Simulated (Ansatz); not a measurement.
Ansatz (a quantum-chemistry and plane-wave program) input (B3LYP-D3(BJ)/def2-TZVP):

Ansatz 0.2 input:
```yaml
crystal:
  periodic: [false, false, false]
  atoms:
    - {symbol: C, position_ang: [-0.00210137, 1.08174360, 0.12090538]}
    - {symbol: C, position_ang: [0.00074144, -1.08083876, 0.12875855]}
    - {symbol: C, position_ang: [-1.08060230, -0.00189518, -0.13071652]}
    - {symbol: C, position_ang: [1.08196223, 0.00099034, -0.11894741]}
    - {symbol: H, position_ang: [0.00026723, 1.95675874, -0.52885732]}
    - {symbol: H, position_ang: [-0.00819803, 1.41962592, 1.15832029]}
    - {symbol: H, position_ang: [0.00541670, -1.96054058, -0.51463211]}
    - {symbol: H, position_ang: [-0.00447679, -1.41119264, 1.16860008]}
    - {symbol: H, position_ang: [-1.96147548, -0.00072250, 0.51108544]}
    - {symbol: H, position_ang: [-1.40906020, -0.00610522, -1.17116306]}
    - {symbol: H, position_ang: [1.95579155, 0.00450434, 0.53240399]}
    - {symbol: H, position_ang: [1.42173502, -0.00232806, -1.15575731]}
basis:
  gaussian:
    orbitals: def2-TZVP
hamiltonian:
  xc: b3lyp
  dispersion: d3bj
phonons: {temperatures: {t_min: 298.15, t_max: 298.15, t_step: 100}}
```

Output:

```
Functional definition: B3LYP
integrals: 0.07 GiB planned
1072 factors; their error is unknown
mean field: 0.79 GiB planned
mean field evaluation 1: about -4268.1681 eV, gradient 6.9e1 eV
mean field evaluation 2: about -4254.1302 eV, gradient 1.0e2 eV
mean field evaluation 4: about -4279.6357 eV, gradient 1.4e0 eV
mean field evaluation 8: about -4279.6028 eV, gradient 6.6e-1 eV
mean field evaluation 16: about -4279.6034 eV, gradient 1.0e-5 eV
mean field -4279.60343493 eV, -157.2725254141 hartree, gradient 1.1e-5 eV, S^2 0.000000; 0 other end points of the search recorded, 0 dependent functions left out
the calculation of the forces begins
reference -4279.60370430 eV, -157.2725353136 hartree; 16, 16 occupied and 156, 156 virtual orbitals, 1072 factors
these checks for a lower state are left out or cut short: stability, starts, cluster_reference, orbital_swaps, neighbouring_geometries, increment
integrals: 0.07 GiB planned
1072 factors; their error is unknown
mean field: 0.79 GiB planned
mean field -4279.60325391 eV, -157.2725187619 hartree, gradient 3.8e-6 eV, S^2 0.000000; 0 other end points of the search recorded, 0 dependent functions left out
the calculation of the forces begins
reference -4279.60352331 eV, -157.2725286622 hartree; 16, 16 occupied and 156, 156 virtual orbitals, 1072 factors
these checks for a lower state are left out or cut short: stability, starts, cluster_reference, orbital_swaps, neighbouring_geometries, increment
integrals: 0.07 GiB planned
1072 factors; their error is unknown
mean field: 0.79 GiB planned
mean field evaluation 32: about -4279.6033 eV, gradient 7.6e-7 eV
mean field -4279.60325690 eV, -157.2725188718 hartree, gradient 3.8e-6 eV, S^2 0.000000; 0 other end points of the search recorded, 0 dependent functions left out
the calculation of the forces begins
reference -4279.60352625 eV, -157.2725287703 hartree; 16, 16 occupied and 156, 156 virtual orbitals, 1072 factors
these checks for a lower state are left out or cut short: stability, starts, cluster_reference, orbital_swaps, neighbouring_geometries, increment
integrals: 0.07 GiB planned
1072 factors; their error is unknown
mean field: 0.79 GiB planned
mean field -4279.60327424 eV, -157.2725195092 hartree, gradient 3.9e-6 eV, S^2 0.000000; 0 other end points of the search recorded, 0 dependent functions left out
the calculation of the forces begins
reference -4279.60354370 eV, -157.2725294114 hartree; 16, 16 occupied and 156, 156 virtual orbitals, 1072 factors
these checks for a lower state are left out or cut short: stability, starts, cluster_reference, orbital_swaps, neighbouring_geometries, increment
integrals: 0.07 GiB planned
1072 factors; their error is unknown
mean field: 0.79 GiB planned
mean field -4279.60331804 eV, -157.2725211188 hartree, gradient 3.9e-6 eV, S^2 0.000000; 0 other end points of the search recorded, 0 dependent functions left out
the calculation of the forces begins
reference -4279.60358734 eV, -157.2725310153 hartree; 16, 16 occupied and 156, 156 virtual orbitals, 1072 factors
these checks for a lower state are left out or cut short: stability, starts, cluster_reference, orbital_swaps, neighbouring_geometries, increment
integrals: 0.07 GiB planned
1072 factors; their error is unknown
mean field: 0.79 GiB planned
mean field -4279.60325381 eV, -157.2725187581 hartree, gradient 3.8e-6 eV, S^2 0.000000; 0 other end points of the search recorded, 0 dependent functions left out
the calculation of the forces begins
reference -4279.60352321 eV, -157.2725286584 hartree; 16, 16 occupied and 156, 156 virtual orbitals, 1072 factors
these checks for a lower state are left out or cut short: stability, starts, cluster_reference, orbital_swaps, neighbouring_geometries, increment
integrals: 0.07 GiB planned
[...]
mean field evaluation 96: about -4279.6401 eV, gradient 5.1e-4 eV
mean field -4279.60336882 eV, -157.2725229849 hartree, gradient 3.8e-6 eV, S^2 0.000000; 0 other end points of the search recorded, 0 dependent functions left out
the calculation of the forces begins
reference -4279.60363813 eV, -157.2725328819 hartree; 16, 16 occupied and 156, 156 virtual orbitals, 1072 factors
these checks for a lower state are left out or cut short: stability, starts, cluster_reference, orbital_swaps, neighbouring_geometries, increment
integrals: 0.07 GiB planned
1072 factors; their error is unknown
mean field: 0.79 GiB planned
mean field -4279.60341739 eV, -157.2725247699 hartree, gradient 3.8e-6 eV, S^2 0.000000; 0 other end points of the search recorded, 0 dependent functions left out
the calculation of the forces begins
reference -4279.60368684 eV, -157.2725346717 hartree; 16, 16 occupied and 156, 156 virtual orbitals, 1072 factors
these checks for a lower state are left out or cut short: stability, starts, cluster_reference, orbital_swaps, neighbouring_geometries, increment
integrals: 0.07 GiB planned
1072 factors; their error is unknown
mean field: 0.79 GiB planned
mean field -4279.60332357 eV, -157.2725213219 hartree, gradient 3.8e-6 eV, S^2 0.000000; 0 other end points of the search recorded, 0 dependent functions left out
the calculation of the forces begins
reference -4279.60359291 eV, -157.2725312198 hartree; 16, 16 occupied and 156, 156 virtual orbitals, 1072 factors
these checks for a lower state are left out or cut short: stability, starts, cluster_reference, orbital_swaps, neighbouring_geometries, increment
integrals: 0.07 GiB planned
1072 factors; their error is unknown
mean field: 0.79 GiB planned
mean field -4279.60335942 eV, -157.2725226392 hartree, gradient 3.8e-6 eV, S^2 0.000000; 0 other end points of the search recorded, 0 dependent functions left out
the calculation of the forces begins
reference -4279.60362883 eV, -157.2725325400 hartree; 16, 16 occupied and 156, 156 virtual orbitals, 1072 factors
these checks for a lower state are left out or cut short: stability, starts, cluster_reference, orbital_swaps, neighbouring_geometries, increment
integrals: 0.07 GiB planned
1072 factors; their error is unknown
mean field: 0.79 GiB planned
mean field evaluation 128: about -4279.6034 eV, gradient 5.1e-4 eV
mean field -4279.60339588 eV, -157.2725239791 hartree, gradient 3.8e-6 eV, S^2 0.000000; 0 other end points of the search recorded, 0 dependent functions left out
the calculation of the forces begins
reference -4279.60366524 eV, -157.2725338780 hartree; 16, 16 occupied and 156, 156 virtual orbitals, 1072 factors
these checks for a lower state are left out or cut short: stability, starts, cluster_reference, orbital_swaps, neighbouring_geometries, increment
integrals: 0.07 GiB planned
1072 factors; their error is unknown
mean field: 0.79 GiB planned
mean field -4279.60343600 eV, -157.2725254537 hartree, gradient 3.8e-6 eV, S^2 0.000000; 0 other end points of the search recorded, 0 dependent functions left out
the calculation of the forces begins
reference -4279.60370539 eV, -157.2725353537 hartree; 16, 16 occupied and 156, 156 virtual orbitals, 1072 factors
these checks for a lower state are left out or cut short: stability, starts, cluster_reference, orbital_swaps, neighbouring_geometries, increment
integrals: 0.07 GiB planned
1072 factors; their error is unknown
mean field: 0.79 GiB planned
mean field -4279.60339439 eV, -157.2725239245 hartree, gradient 3.8e-6 eV, S^2 0.000000; 0 other end points of the search recorded, 0 dependent functions left out
the calculation of the forces begins
reference -4279.60366379 eV, -157.2725338248 hartree; 16, 16 occupied and 156, 156 virtual orbitals, 1072 factors
these checks for a lower state are left out or cut short: stability, starts, cluster_reference, orbital_swaps, neighbouring_geometries, increment
integrals: 0.07 GiB planned
1072 factors; their error is unknown
mean field: 0.79 GiB planned
mean field -4279.60338235 eV, -157.2725234822 hartree, gradient 3.8e-6 eV, S^2 0.000000; 0 other end points of the search recorded, 0 dependent functions left out
the calculation of the forces begins
reference -4279.60365171 eV, -157.2725333806 hartree; 16, 16 occupied and 156, 156 virtual orbitals, 1072 factors
these checks for a lower state are left out or cut short: stability, starts, cluster_reference, orbital_swaps, neighbouring_geometries, increment
integrals: 0.07 GiB planned
1072 factors; their error is unknown
mean field: 0.79 GiB planned
mean field evaluation 160: about -4279.6034 eV, gradient 7.4e-7 eV
mean field -4279.60336840 eV, -157.2725229694 hartree, gradient 3.8e-6 eV, S^2 0.000000; 0 other end points of the search recorded, 0 dependent functions left out
the calculation of the forces begins
reference -4279.60363771 eV, -157.2725328664 hartree; 16, 16 occupied and 156, 156 virtual orbitals, 1072 factors
these checks for a lower state are left out or cut short: stability, starts, cluster_reference, orbital_swaps, neighbouring_geometries, increment
integrals: 0.07 GiB planned
1072 factors; their error is unknown
mean field: 0.79 GiB planned
mean field -4279.60341706 eV, -157.2725247574 hartree, gradient 3.8e-6 eV, S^2 0.000000; 0 other end points of the search recorded, 0 dependent functions left out
the calculation of the forces begins
reference -4279.60368650 eV, -157.2725346593 hartree; 16, 16 occupied and 156, 156 virtual orbitals, 1072 factors
these checks for a lower state are left out or cut short: stability, starts, cluster_reference, orbital_swaps, neighbouring_geometries, increment
integrals: 0.07 GiB planned
1072 factors; their error is unknown
mean field: 0.79 GiB planned
mean field -4279.60332287 eV, -157.2725212960 hartree, gradient 3.8e-6 eV, S^2 0.000000; 0 other end points of the search recorded, 0 dependent functions left out
the calculation of the forces begins
reference -4279.60359220 eV, -157.2725311939 hartree; 16, 16 occupied and 156, 156 virtual orbitals, 1072 factors
these checks for a lower state are left out or cut short: stability, starts, cluster_reference, orbital_swaps, neighbouring_geometries, increment
integrals: 0.07 GiB planned
1072 factors; their error is unknown
mean field: 0.79 GiB planned
mean field -4279.60335923 eV, -157.2725226325 hartree, gradient 3.8e-6 eV, S^2 0.000000; 0 other end points of the search recorded, 0 dependent functions left out
the calculation of the forces begins
reference -4279.60362865 eV, -157.2725325334 hartree; 16, 16 occupied and 156, 156 virtual orbitals, 1072 factors
these checks for a lower state are left out or cut short: stability, starts, cluster_reference, orbital_swaps, neighbouring_geometries, increment
integrals: 0.07 GiB planned
1072 factors; their error is unknown
mean field: 0.79 GiB planned
mean field -4279.60339621 eV, -157.2725239914 hartree, gradient 3.8e-6 eV, S^2 0.000000; 0 other end points of the search recorded, 0 dependent functions left out
the calculation of the forces begins
reference -4279.60366557 eV, -157.2725338903 hartree; 16, 16 occupied and 156, 156 virtual orbitals, 1072 factors
these checks for a lower state are left out or cut short: stability, starts, cluster_reference, orbital_swaps, neighbouring_geometries, increment
integrals: 0.07 GiB planned
1072 factors; their error is unknown
mean field: 0.79 GiB planned
mean field evaluation 192: about -4279.6395 eV, gradient 6.7e-1 eV
mean field -4279.60343611 eV, -157.2725254577 hartree, gradient 3.8e-6 eV, S^2 0.000000; 0 other end points of the search recorded, 0 dependent functions left out
the calculation of the forces begins
reference -4279.60370550 eV, -157.2725353577 hartree; 16, 16 occupied and 156, 156 virtual orbitals, 1072 factors
Total energy: -4279.96511119 eV, -157.2858167718 hartree
Atom 0 at    -0.002101     1.081744     0.120905 Å, force    -0.000002     0.001395    -0.000021 eV/Å
Atom 1 at     0.000741    -1.080839     0.128759 Å, force     0.000002    -0.001395    -0.000011 eV/Å
Atom 2 at    -1.080602    -0.001895    -0.130717 Å, force    -0.001395    -0.000002     0.000009 eV/Å
Atom 3 at     1.081962     0.000990    -0.118947 Å, force     0.001395     0.000002     0.000024 eV/Å
Atom 4 at     0.000267     1.956759    -0.528857 Å, force    -0.000001     0.000125     0.000150 eV/Å
Atom 5 at    -0.008198     1.419626     1.158320 Å, force     0.000000     0.000139    -0.000062 eV/Å
Atom 6 at     0.005417    -1.960541    -0.514632 Å, force    -0.000001    -0.000124     0.000151 eV/Å
Atom 7 at    -0.004477    -1.411193     1.168600 Å, force     0.000001    -0.000139    -0.000061 eV/Å
Atom 8 at    -1.961475    -0.000723     0.511085 Å, force    -0.000124    -0.000001    -0.000151 eV/Å
Atom 9 at    -1.409060    -0.006105    -1.171163 Å, force    -0.000140     0.000000     0.000060 eV/Å
Atom 10 at     1.955792     0.004504     0.532404 Å, force     0.000125    -0.000000    -0.000150 eV/Å
Atom 11 at     1.421735    -0.002328    -1.155757 Å, force     0.000139     0.000000     0.000062 eV/Å
Dipole moment:     0.000000    -0.000000    -0.000000 e Å
Vibrations: 191.90 638.32 756.03 756.03 889.40 914.45 914.45 942.23 965.66 1015.51 1171.60 1178.58 1250.23 1250.23 1257.81 1265.41 1289.83 1289.83 1484.73 1484.73 1491.78 1522.98 3050.23 3050.60 3050.60 3054.84 3083.59 3096.79 3096.79 3114.60 cm⁻¹, zero-point energy 3.007841 eV
```
